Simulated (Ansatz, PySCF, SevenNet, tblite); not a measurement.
# Zinc-blende GaP, cohesive energy

Reference value: 3.61 eV/atom (measured, static lattice: zero-point vibration energy added, our sources range from 3.61 to 3.69; as tabulated in Mejia-Rodriguez and Trickey (2018), arXiv:1807.09216).

Q: What do GFN1-xTB, SevenNet-l3i5, PBE, r²SCAN, B3LYP (VWN-RPA form) give, and how far is each from the reference?

A: 
```
level (code)                   value (eV/atom)  cell (Å³/atom)  error (eV/atom)
-----------------------------  ---------------  --------------  ---------------
GFN1-xTB (tblite)                         6.17           22.64            +2.56
SevenNet-l3i5                             3.46           20.86            -0.15
PBE (PySCF)                        3.39 ± 0.06           21.02            -0.22
r²SCAN (Ansatz)                           3.64           20.25            +0.03
B3LYP (VWN-RPA form) (Ansatz)             3.11           21.16            -0.50
```

Leaving aside GFN1-xTB (doubt noted below), SevenNet-l3i5 (doubt noted below): Of the ranked levels r²SCAN (+0.03 eV/atom) comes nearest. Farthest off among them: B3LYP (VWN-RPA form) (-0.50 eV/atom). Within 0.3 eV/atom: PBE, r²SCAN.

Free atoms are spin-polarised, in the lowest state found; at levels without +SOC their spin–orbit coupling is left out.  A ± on a computed value is a rough bar: the spread of its extrapolation, a floor set from checks against published values, or a statistical error. GFN1-xTB: the free atoms are run in the same model without spin. GFN1-xTB: the method was fitted mainly to molecules. GFN1-xTB: the run uses a supercell at the zone centre in place of a k mesh. SevenNet-l3i5: free atoms can lie outside what these potentials were trained on. Each level is taken at its own relaxed cell. Cutoffs and k meshes differ between the levels. Ansatz's density-functional and Hartree–Fock values are scalar-relativistic unless marked +SOC, with PAW data made under PBE.

Machine-learned potentials (SevenNet-l3i5) are trained on DFT data: a solid inside that data is no test of them.

Differences are worked out from the printed values.

Ansatz is a first-principles code.
